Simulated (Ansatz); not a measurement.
# CH₂ (triplet): the correlation ladder, STO-3G

How much of the correlation energy of CH₂ (triplet) does each wave-function method recover here?

The runs use Ansatz 0.2.0, Gaussian basis; STO-3G, core rule «outside noble gas», up to 1 orbitals frozen.

Plan: UHF; CCSD(T) on ROHF; CCSD(T) on UHF; BCCD(T) on ROHF; CISD; CCSDT(Q) on ROHF; CCSDT(Q) on UHF; CISDTQ; CCSDTQ on ROHF; CCSDTQ on UHF; CASSCF and MRCISD+Q, 6 electrons in 6 orbitals; CASSCF and MRCISD+Q(relaxed), 6 electrons in 6 orbitals; CASSCF and NEVPT2, 6 electrons in 6 orbitals; Full CI.

24 further runs of the same task are left out: 4 that didn't finish, 20 set aside as unsound or not needed.

### Step 1. The geometry

The geometry is an MP2(full)/6-31G* stationary point (not a proven minimum).

3 atoms, charge 0, spin multiplicity 3.

Atoms are counted from 1 here; the program's logs count them from 0.

Bond lengths: C1–H2 1.077 Å, C1–H3 1.077 Å. Angles: H2–C1–H3 131.6°.

### Step 2. UHF

in.yaml

```yaml
crystal:
  periodic: [false, false, false]
  atoms:
    - {symbol: C, position_ang: [0.000000, 0.000000, 0.063455]}
    - {symbol: H, position_ang: [0.000000, 0.982622, -0.378068]}
    - {symbol: H, position_ang: [0.000000, -0.982622, -0.378068]}
basis:
  gaussian: {orbitals: STO-3G}
magnetization: {spin_polarized: true, initial_magnetization: 2}
hamiltonian: {xc: hf}
output: {orbitals: {seedname: orbitals}}
```

Run with:

```bash
$ ansatz run in.yaml --threads 1 --pin off --events-out ev --progress --plain --max-ram 4160MiB --backend cpu
```

After this run come: CCSD(T) on ROHF; CCSD(T) on UHF; BCCD(T) on ROHF; CISD; CCSDT(Q) on ROHF; CCSDT(Q) on UHF; CISDTQ; CCSDTQ on ROHF; CCSDTQ on UHF; CASSCF and MRCISD+Q, 6 electrons in 6 orbitals; CASSCF and MRCISD+Q(relaxed), 6 electrons in 6 orbitals; CASSCF and NEVPT2, 6 electrons in 6 orbitals; Full CI.

Before running them: what should the planned runs give, taken together? Wanted: FCI below the RHF energy; RMP2 from FCI; UMP2 from FCI; RCCSD from FCI; RCCSD(T) from FCI; UCCSD(T) from FCI; RCCSDT(Q) from FCI; UCCSDT(Q) from FCI; NEVPT2 valence from FCI.

As calculated:

| quantity | value |
| --- | --- |
| FCI below the RHF energy | -1.1560 eV |
| RMP2 from FCI | +439.5 meV |
| UMP2 from FCI | +377.7 meV |
| RCCSD from FCI | +4.4 meV |
| RCCSD(T) from FCI | +1.7 meV |
| UCCSD(T) from FCI | +1.2 meV |
| RCCSDT(Q) from FCI | -0.1 meV |
| UCCSDT(Q) from FCI | -0.7 meV |
| NEVPT2 valence from FCI | 0.0 meV |
| MRCISD+Q valence from FCI | 0.0 meV |
| MRCISD+Q(relaxed) valence from FCI | 0.0 meV |
| levels within 1 kcal/mol (43 meV) | CISD, RCCSD, UCCSD, RCCSD(T), UCCSD(T), BCCD(T), RCCSDT, UCCSDT, CISDTQ, RCCSDT(Q), UCCSDT(Q), RCCSDTQ, UCCSDTQ, CASSCF valence, NEVPT2 valence, MRCISD valence, MRCISD+Q valence, MRCISD+Q(relaxed) valence |
| T1 diagnostic | 0.021 |
| effectively unpaired electrons | 2.01 |

What this shows: RCCSD(T) lands +1.7 meV from the yardstick (0.1 % of the correlation energy). One determinant dominates. Of the multireference levels listed NEVPT2 valence comes nearest in total energy (0.0 meV), which doesn't show that its space is the better one. These misses are within one basis, not against nature; the frozen cores of restricted and unrestricted runs differ, which can shift their rows.
